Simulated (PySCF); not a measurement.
Process, species as SMILES: N#C (CH-N) → [NH+]#[C-] (C-NH)
B3LYP-D3(BJ)/def2-TZVP geometries, fixed; electronic energies without zero-point terms.
Largest species:
```
C
N 1 1.1462
H 1 1.0667 2 180.00
```
Charge 0, spin multiplicity 1.

Energies in hartree at HF with PySCF; the isomerisation energy is their sum with the coefficients shown, times 627.509 kcal/mol a hartree. All functions are spherical. Density fitting with generated auxiliary sets. No added dispersion term, no relativity.

```tsv
species	coefficient	part	cc-pVDZ	cc-pVTZ	cc-pVQZ
C#N (CH-N)	-1	Hartree-Fock	-92.88369	-92.90893	-92.91529
[C-]#[NH+] (C-NH)	+1	Hartree-Fock	-92.86609	-92.89264	-92.89921
```

Problem. Predict the isomerisation energy in cc-pV5Z (X = 5): let each Hartree-Fock step shrink by the ratio of the last two. Compare with the run.

Solution. 
- C#N (CH-N): steps -0.02524 and -0.00636, ratio 0.252, so Hartree-Fock -92.91689 (run: -92.91660).
- [C-]#[NH+] (C-NH): steps -0.02655 and -0.00657, ratio 0.247, so Hartree-Fock -92.90083 (run: -92.90059).
Predicted 10.08 kcal/mol; the run in cc-pV5Z gives 10.05, a miss of 0.03. Keeping the value in cc-pVQZ, 10.09, would miss by 0.04. All sums are of the energies as printed.
